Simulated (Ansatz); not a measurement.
C2H8Si (`C[SiH2]C`). Charge 0, multiplicity 1. The geometry is a stationary point of PBE0-D4/def2-TZVP.

```xyz
11

C    -0.893    0.317    1.266
Si    0.622    0.337    0.166
C     0.331   -0.621   -1.416
H    -0.715    0.878    2.187
H    -1.161   -0.706    1.541
H    -1.749    0.766    0.758
H     1.778   -0.254    0.900
H     0.978    1.746   -0.165
H     0.089   -1.665   -1.200
H     1.219   -0.606   -2.052
H    -0.499   -0.193   -1.984
```

**Question.** What is the dipole moment at B3LYP/def2-TZVPP? (Best estimate.)

**Answer.** Computed: 0.78 D, with components (-0.67, -0.36, -0.18) D in this frame, pointing from negative to positive charge.

**Question.** And with PBE, r2SCAN, ωB97M-V? (Estimate.)

**Answer.** Computed: PBE 0.83 D, r2SCAN 0.84 D, ωB97M-V 0.79 D.

**Question.** Give the Mulliken charges with B3LYP, r2SCAN, PBE in def2-TZVPP. (Estimate.)

**Answer.** The calculation gave: 
```tsv
atom	B3LYP	r2SCAN	PBE
C1	-0.39	-0.30	-0.37
Si2	0.37	0.36	0.29
C3	-0.39	-0.30	-0.37
H4	0.10	0.07	0.11
H5	0.10	0.07	0.10
H6	0.10	0.07	0.10
H7	-0.10	-0.10	-0.08
H8	-0.10	-0.10	-0.08
H9	0.10	0.07	0.10
H10	0.10	0.07	0.11
H11	0.10	0.07	0.10
```

B3LYP here is the variant with VWN-RPA as its local correlation; programs differ in this.
